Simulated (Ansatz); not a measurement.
# SiNH3 + HCl: a complex and its separated parts

The complex below is one end of an elementary step. How strongly is it bound against its free parts?

The runs use Ansatz 0.2.0, Gaussian basis; PBE0-D4/def2-TZVP structures, single points in def2-TZVPP, no counterpoise correction.

Levels: SPW92, PBE-D4, BLYP-D4, r2SCAN-D4, B97M-V, PBE0-D4, B3LYP-D4, r2SCAN0-D4, BHLYP-D4, CAM-B3LYP-D4, wB97X-V, wB97M-V, B2PLYP, PBE-QIDH, RPA on PBE, Hartree-Fock, MP2, CCSD, CCSD(T).

Correlated methods freeze the cores. B3LYP uses VWN-RPA correlation. B2PLYP carries no dispersion term here.

56 further runs of the same task are left out: 56 set aside as unsound or not needed.

## 1. Starting geometry

The complex: 7 atoms, charge 0, spin multiplicity 1.

Atoms are counted from 1 here; the program's logs count them from 0.

Bond lengths: Si1–N3 1.597 Å, Si1–H5 1.483 Å, Si1–H6 1.473 Å, Cl2–H4 1.364 Å, N3–H7 1.011 Å. Angles: N3–Si1–H5 126.9°, N3–Si1–H6 118.1°, H5–Si1–H6 115.0°, Si1–N3–H7 123.5°.

Coordinates:

```csv
atom,x (Å),y (Å),z (Å)
Si1,-0.26093,0.62393,0.94798
Cl2,1.06782,-2.25926,-1.38599
N3,-0.19449,0.30838,-0.61608
H4,0.47735,-1.06587,-1.08889
H5,-0.83580,1.83107,1.59015
H6,0.29978,-0.36942,1.87923
H7,-0.55372,0.93127,-1.32629
```

Its parts: SiNH3 holds atoms 1, 3, 5, 6, 7; HCl holds atoms 2, 4. Each part counts its atoms afresh in its own runs.

## 2. Relaxing SiNH3 alone

File relax-a/in.yaml:

```yaml
crystal:
  periodic: [false, false, false]
  atoms:
    - {symbol: Si, position_ang: [-0.260928, 0.623929, 0.947981]}
    - {symbol: N, position_ang: [-0.194494, 0.308383, -0.616081]}
    - {symbol: H, position_ang: [-0.835803, 1.831067, 1.590149]}
    - {symbol: H, position_ang: [0.299782, -0.369424, 1.879226]}
    - {symbol: H, position_ang: [-0.553721, 0.931275, -1.326288]}
basis:
  gaussian: {orbitals: def2-TZVP}
hamiltonian: {xc: pbe0, dispersion: d4}
relax: {f_tol: 0.005, max_steps: 200}
```

Started as:

```console
> ansatz run in.yaml --threads 2 --pin off --events-out ev --progress --plain --max-ram 4352MiB
```

Further steps of the session: Relaxing HCl alone; SPW92/def2-TZVPP; PBE-D4/def2-TZVPP; BLYP-D4/def2-TZVPP; r2SCAN-D4/def2-TZVPP; B97M-V/def2-TZVPP; PBE0-D4/def2-TZVPP; B3LYP-D4/def2-TZVPP; r2SCAN0-D4/def2-TZVPP; BHLYP-D4/def2-TZVPP; CAM-B3LYP-D4/def2-TZVPP; wB97X-V/def2-TZVPP; wB97M-V/def2-TZVPP; B2PLYP/def2-TZVPP; PBE-QIDH/def2-TZVPP; RPA on PBE/def2-TZVPP; CCSD(T)/def2-TZVPP; Vibrations of SiNH3; Vibrations of HCl.

What does the calculation give? Wanted: complex less parts, CCSD(T)/def2-TZVPP; with zero-point energy; largest T1 diagnostic.

**Answer**, as computed:

```
                              quantity         value
complex less parts, CCSD(T)/def2-TZVPP  -32.6 kJ/mol
                with zero-point energy  -26.1 kJ/mol
                 largest T1 diagnostic         0.019
```

What this shows: At CCSD(T) the complex lies 32.6 kJ/mol below its parts. B2PLYP is the best functional here (-4.2 kJ/mol from CCSD(T)); SPW92 is the worst (-37.1 kJ/mol). By rung, the mean size of the error is: LDA 37.1, GGA 15.2, meta-GGA 9.4, hybrid 13.1, range-separated hybrid 9.0, double hybrid 6.8 kJ/mol. PBE-D4 gives a relative energy 17.5 kJ/mol too low, outside chemical accuracy (1 kcal/mol, 4.2 kJ/mol). No counterpoise was applied, and triple zeta lacks some correlation, so the CCSD(T) reference has a basis error of its own, and close matches with it are partly luck.
